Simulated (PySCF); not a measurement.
How methods differ on the ionisation energy of O

O [He] 2s2 2p4 (3P) → O+ [He] 2s2 2p3 (4S), as a difference of total energies. All numbers are calculated (PySCF 2.14, no relativity, point nucleus, in aug-cc-pwCVTZ (7s6p4d2f, 59 functions)). Correlated levels: valence: 1s2 frozen. The calculations carry no spin-orbit coupling.

Q: Order these methods by the ionisation energy they give, lowest first.
A. CCSD (valence)
B. MP2 (valence)
C. CCSD(T) (valence)
D. UHF

A: D (12.029 eV), B (13.349 eV), A (13.381 eV), C (13.432 eV).

A first-order spin-orbit estimate (lowest level to lowest level, LS coupling) adds 0.009 eV.

Errors of the correlated levels include the incompleteness of this basis and the frozen core.

For comparison: 13.618 eV (measured; NIST Atomic Spectra Database, ionization energies).
